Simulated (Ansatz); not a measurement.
**H₄NOSi radical: one species, many methods**

The task here is to estimate one member of a computed series from the others.

Computed with Ansatz 0.2.0, Gaussian basis. Level: functionals in def2-TZVPP, the program's frozen cores in correlated methods.

Levels to be run: LDA (SPW92), PBE-D4, revPBE-D4, BLYP-D4, r2SCAN-D4, B97M-V, PBE0-D4, B3LYP-D4, r2SCANh-D4, r2SCAN0-D4, HSE06-D4, BHLYP-D4, CAM-B3LYP-D4, LC-ωPBE, ωB97X-V, ωB97M-V, B2PLYP, PBE-QIDH; CCSD(T)/def2-SVP; CCSD(T)/def2-TZVPP; CCSD(T)/def2-QZVPP; extrapolation to the limit; RPA on PBE.

### Structure used throughout

An earlier PBE0-D4 in a triple-zeta def2 set relaxation fixed the geometry.

SMILES `N[SiH2][O]`, 7 atoms, charge 0, spin multiplicity 2.

Atoms are counted from 1 here; the program's logs count them from 0.

Bond lengths: N1–Si2 1.699 Å, N1–H4 1.006 Å, N1–H5 1.007 Å, Si2–O3 1.658 Å, Si2–H6 1.490 Å, Si2–H7 1.485 Å. Angles: Si2–N1–H4 121.2°, Si2–N1–H5 122.3°, H4–N1–H5 111.7°, N1–Si2–O3 120.6°, N1–Si2–H6 109.6°, N1–Si2–H7 106.8°, O3–Si2–H6 98.7°, O3–Si2–H7 106.9°, H6–Si2–H7 114.5°.

Set-up of the first run:

in.yaml

```yaml
crystal:
  periodic: [false, false, false]
  atoms:
    - {symbol: N, position_ang: [-0.904942, 0.160659, -0.547202]}
    - {symbol: Si, position_ang: [0.579449, -0.013268, 0.261876]}
    - {symbol: O, position_ang: [0.850931, -1.312010, 1.256013]}
    - {symbol: H, position_ang: [-1.062281, -0.265284, -1.445406]}
    - {symbol: H, position_ang: [-1.768392, 0.325340, -0.056461]}
    - {symbol: H, position_ang: [0.731446, 1.076719, 1.267060]}
    - {symbol: H, position_ang: [1.635089, -0.040255, -0.781580]}
basis:
  gaussian: {orbitals: def2-TZVPP}
magnetization: {spin_polarized: true, initial_magnetization: 1}
hamiltonian: {xc: lda}
output: {orbitals: {seedname: orbitals}}
```

Run with:

```bash
$ ansatz run in.yaml --threads 2 --pin off --events-out ev --progress --plain --max-ram 31744MiB --backend cpu
```

Among the steps run: LDA; PBE-D4 (GGA); revPBE-D4 (GGA); BLYP-D4 (GGA); r2SCAN-D4 (meta-GGA); B97M-V (meta-GGA); PBE0-D4 (hybrid); B3LYP-D4 (hybrid); r2SCANh-D4 (hybrid); r2SCAN0-D4 (hybrid); HSE06-D4 (hybrid); BHLYP-D4 (hybrid); CAM-B3LYP-D4 (range-separated); LC-ωPBE (range-separated); ωB97X-V (range-separated); ωB97M-V (range-separated); B2PLYP (double hybrid); PBE-QIDH (double hybrid).

One table of the session follows, with a row left open; its other results are not shown here.

It belongs to the step «Orbital energies across the functionals». 

```
  functional  HOMO (eV)  LUMO (eV)  gap (eV)
 LDA (SPW92)      -6.57      -6.40      0.16
      PBE-D4      -6.45      -5.97      0.49
   revPBE-D4      -6.40      -5.85      0.55
     BLYP-D4      -6.34      -5.93      0.41
   r2SCAN-D4      -6.80      -5.36      1.44
      B97M-V      -6.93      -5.36      1.57
     PBE0-D4      -7.99      -4.32      3.67
    B3LYP-D4      -7.74      -4.85      2.89
  r2SCANh-D4      -7.37      -4.75      2.62
  r2SCAN0-D4      -8.22      -3.83      4.40
    HSE06-D4          ?          ?         ?
    BHLYP-D4      -9.41      -2.61      6.80
CAM-B3LYP-D4      -9.46      -3.23      6.24
     LC-ωPBE     -10.91      -1.81      9.10
     ωB97X-V     -10.50      -2.11      8.39
     ωB97M-V     -10.41      -2.14      8.27
```

**Question.** Estimate the row for HSE06-D4.

As computed: HOMO (eV): -7.58; LUMO (eV): -4.72; gap (eV): 2.86. In the column «HOMO (eV)» it lies between B3LYP-D4 (-7.74) and r2SCANh-D4 (-7.37).
